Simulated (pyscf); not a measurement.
PySCF, gas phase, ωB97X-D3(BJ)/def2-SVP geometries.

SMILES: [SiH2]([Si]([SiH3])([SiH3])F)O
```xyz
15

O     -1.4581     0.5640     2.1912
Si    -1.4342     1.6033     0.8714
Si    -0.0933     0.4577    -0.6556
F      0.4425     1.3849    -1.9055
Si    -1.3340    -1.3530    -1.4445
Si     1.6776    -0.3823     0.6121
H     -1.8572    -0.3024     2.0584
H     -0.8152     2.8707     1.3396
H     -2.8075     1.8865     0.3523
H     -1.9573    -1.9614    -0.2247
H     -2.4258    -0.9172    -2.3629
H     -0.4976    -2.3885    -2.1171
H      2.2699     0.6725     1.4839
H      1.1231    -1.4736     1.4677
H      2.7400    -0.9545    -0.2660
```
Charge 0, spin multiplicity 1.

Q: What is the homolytic dissociation enthalpy (298 K, ωB97M-D3(BJ)/def2-TZVP) of the F–Si bond of HO–SiH₂–Si(F)(SiH₃)–SiH₃ (SMILES O[SiH2][Si](F)([SiH3])[SiH3]), to HO–SiH₂–Si•(SiH₃)–SiH₃ + F•?

A: F–Si to HO–SiH₂–Si•(SiH₃)–SiH₃ + F•: 135.6 kcal/mol. The 7 functionals that were run give +130.7 (PBE0-D3(BJ)) to +135.7 kcal/mol (M06-2X). HO–SiH₂–Si•(SiH₃)–SiH₃ lies 18.2 kcal/mol over its isomer H₃Si–O–Si•(SiH₃)–SiH₃, and others may lie lower still (electronic energy, ωB97M-D3(BJ)). Left out: the spin-orbit lowering of F.
